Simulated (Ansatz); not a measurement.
## Ansatz (development build ahead of 0.2.0) run

```yaml
crystal:
  periodic: [false, false, false]
  atoms:
    - { symbol: C, position_ang: [-0.02578, -0.00877, -1.10991] }
    - { symbol: S, position_ang: [0.0283, -0.01875, 0.65787] }
    - { symbol: H, position_ang: [-0.01182, -1.12448, -1.48322] }
    - { symbol: H, position_ang: [-0.92929, 0.47681, -1.5148] }
    - { symbol: H, position_ang: [0.8967, 0.43206, -1.59316] }
    - { symbol: H, position_ang: [-0.04753, 1.26364, 0.8444] }
basis:
  gaussian: { orbitals: def2-TZVP }
hamiltonian:
  xc: hf
correlation:
  method: mp2
  frozen_orbitals: { C: 1, H: 0, S: 5 }
```

The input is written out in the form of the current development build from the run's settings.

Results

* Converged: yes
* Reference energy: -437.74227 hartree
* Correlation energy: -0.34992 hartree
* Total energy: -438.09219 hartree
* Spin squared of the determinant: 0.000
